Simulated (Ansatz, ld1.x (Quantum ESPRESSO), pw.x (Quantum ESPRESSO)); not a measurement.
Rh (Z = 45): one change to the ultrasoft potential, in the atom and in the bcc crystal

| Property | Result |
| --- | --- |
| Element | rhodium (Rh) |
| Generator | ld1.x (Quantum ESPRESSO) 7.5 |
| Type | ultrasoft |
| Functional | PBEsol |
| Relativity | scalar-relativistic |
| Frozen core | [Kr] |
| Valence charge | 9 |
| Reference configuration | 4d8 5s1 5p0 |
| Partial waves | 5s (bound): rcut 2.50, rcutus 3.10 bohr; 5s channel at 3.2 Ry: rcut 2.50, rcutus 3.10 bohr; 5p (bound, empty): rcut 2.85, rcutus 3.15 bohr; 5p channel at 1.75 Ry: rcut 2.85, rcutus 3.15 bohr; 4d (bound): rcut 1.55, rcutus 1.70 bohr; 4d channel at -0.15 Ry: rcut 1.55, rcutus 1.70 bohr |
| Local potential | all-electron potential smoothed inside 2.35 bohr (lloc = -1) |
| Core correction | none |
| Augmentation charge | PSQ, radius 1.65 bohr |

Change: all radii scaled by about 0.97 (s 3.00, p 3.04, d 1.64 bohr, rcut 2.42/2.76/1.50); local potential all-electron potential smoothed inside 2.26 bohr (lloc = -1); augmentation PSQ, radius 1.60 bohr.

Cutoffs, loose and tight: the cutoffs (Ry, on a coarse ladder) from which the occupation-weighted sum of valence levels, in a spherical-Bessel basis at the reference potential, stays within 10 and 1 mRy of its value at 400 Ry. They do not see the model core or the augmentation charge, which bear on the density cutoff. Test errors are all-electron minus pseudo excitation energies from the reference, over the configurations 4d8 5s0 5p0; 4d7 5s0 5p0; 4d6 5s0 5p0; 4d7 5s1 5p1; 4d8.5 5s0.5 5p0; 4d7 5s1 5p0; 4d8 5s0 5p1; variants that change the core or the reference have their own tests.

Crystal test: bcc Rh in pw.x 7.5, no spin, 15³ k-points, Fermi–Dirac smearing 0.01 Ry, cutoffs set for each file from its atomic test. The reference is all-electron LAPW (Ansatz 0.2.0) with the same functional, mesh and smearing; V0 and B0 come from Birch–Murnaghan fits to the pressures at five volumes. Errors are pseudo minus all-electron; Δ is the rms difference of the E(V) curves that follow from these fits, minima aligned, over ±6 % about the mean V0. Mesh and smearing are coarse, so the numbers serve the comparison and aren't converged zero-temperature values; the lattice is a test structure that the element need not adopt.

All-electron: a0 = 3.032 Å (V0 = 13.94 Å³/atom), B0 = 264.3 GPa.

Problem. Does the change bring the crystal closer to the all-electron result?

Solution. The mean pressure error goes from +7.40 to +6.16 GPa, so the change moves the solid closer to the all-electron pressures.

```csv
quantity,base,changed
outcome (atom),generated,generated
"cutoff, loose (atom)",40 Ry,40 Ry
"cutoff, tight (atom)",70 Ry,70 Ry
bound ghosts (atom),none,none
largest test error (meV) (atom),-344,-323
cutoffs in pw.x (Ry),85/680,85/680
a0 (Å),3.057,3.054
a0 error (%),+0.83,+0.71
B0 error (%),+2.7,+1.5
Δ (meV/atom),21.0,17.7
mean pressure error (GPa),+7.40,+6.16
```

Base: The largest radius (3.15 bohr) exceeds half the bond length (2.48 bohr), so the spheres overlap, which is one possible source of error among others. This is a poor potential for the solid. Changed file: The largest radius (3.04 bohr) exceeds half the bond length (2.48 bohr), so the spheres overlap, which is one possible source of error among others. This is a poor potential for the solid. The atomic cutoffs weigh occupied waves only.
